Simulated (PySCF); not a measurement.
## Worked example: HAlSi, quintet against HAlSi, triplet

Geometry (PBE0/def2-TZVP stationary point of a triplet), kept for both states (HAlSi, triplet: Σ⁻; HAlSi, quintet: Π):

```xyz
3

Si    0.0000    0.0000    2.0886
Al    0.0000    0.0000   -0.2449
H     0.0000    0.0000   -1.8437
```

Basis 6-31G; PySCF 2.14.0. Correlated methods freeze the noble-gas cores. Prefix R: restricted or restricted open-shell reference; prefix U: unrestricted.

Full CI is exact within this basis and frozen core; it isn't the basis-set limit. The frozen core follows each run's orbitals, which can shift R against U totals by a few meV.

```tsv
level	E(HAlSi, triplet) (hartree)	E(HAlSi, quintet) (hartree)
UHF	-531.286438	-531.218095
UMP2	-531.347206	-531.256959
UCCSD(T)	-531.371865	-531.278509
PBE	-532.086001	-531.978049
wB97M-V	-532.324778	-532.209788
full CI	-531.373194	-531.279195
```

Task: Give the vertical gap, HAlSi quintet less HAlSi triplet, at each level in eV (1 hartree = 27.2114 eV), and each error against full CI.

Result: full CI: (-531.279195 − (-531.373194)) × 27.2114 = 2.558 eV (the reference)
wB97M-V: (-532.209788 − (-532.324778)) × 27.2114 = 3.129 eV, error 0.571 eV
PBE: (-531.978049 − (-532.086001)) × 27.2114 = 2.938 eV, error 0.380 eV
UCCSD(T): (-531.278509 − (-531.371865)) × 27.2114 = 2.540 eV, error -0.018 eV
UMP2: (-531.256959 − (-531.347206)) × 27.2114 = 2.456 eV, error -0.102 eV
UHF: (-531.218095 − (-531.286438)) × 27.2114 = 1.860 eV, error -0.698 eV

Total energies of functionals can't be set beside those of wave-function methods, since they hold the core's correlation and their own absolute errors; only the differences compare.

The set has no polarisation functions, so the order and spacing of states can differ from the basis-set limit.

In so small a basis the reference is far from its limit while semilocal and hybrid functionals are nearer theirs, so the functionals' errors here hold much of the reference's basis and frozen-core error, which can add to them or hide them.

Each level lands on the state that its own search finds. T1 diagnostics of restricted CCSD: 0.034 and 0.027.
